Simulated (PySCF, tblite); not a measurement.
Isomers of C3H4ClFO, one GFN2-xTB conformer each. Single-point energies are computed at PBE0/pcSseg-1 (PySCF, gas phase, no added dispersion term), electronic only.

| SMILES | GFN2-xTB relative energy (kcal/mol) |
| --- | --- |
| C[C@H](F)C(=O)Cl | 0.0 |
| O=CC[C@@H](F)Cl | 13.3 |

Conformers: `[CH3:1][C@H:2]([F:3])[C:4](=[O:5])[Cl:6]` with C1–C2–C4–O5 106°; `[O:1]=[CH:2][CH2:3][C@@H:4]([F:5])[Cl:6]` with O1–C2–C3–C4 12°, C2–C3–C4–F5 81°.

What does PBE0/pcSseg-1 give for the same structures?

```tsv
SMILES	PBE0/pcSseg-1 E (Eh)	PBE0/pcSseg-1 (kcal/mol)	GFN2-xTB (kcal/mol)	point group
C[C@H](F)C(=O)Cl	-751.48175	0.0	0.0	C1
O=CC[C@@H](F)Cl	-751.46465	10.7	13.3	C1
```

Both levels put the same isomer lowest. 

Which frontier levels, dipoles and rotational constants go with these structures?

```
          SMILES  HOMO (eV, PBE0/pcSseg-1)  LUMO (eV)  dipole (D)     A, B, C (MHz)
C[C@H](F)C(=O)Cl                     -8.84      -1.38        2.96  4559, 2073, 1614
 O=CC[C@@H](F)Cl                     -8.03      -1.17        2.81  6118, 1561, 1399
```

What happens when harmonic zero-point energies from GFN2-xTB frequencies are added?

```
          SMILES  ZPE (kcal/mol)  electronic (kcal/mol)  with ZPE (kcal/mol)
C[C@H](F)C(=O)Cl            41.5                    0.0                  0.0
 O=CC[C@@H](F)Cl            40.9                   10.7                 10.1
```

The zero-point energies span 0.6 kcal/mol. The order is unchanged.
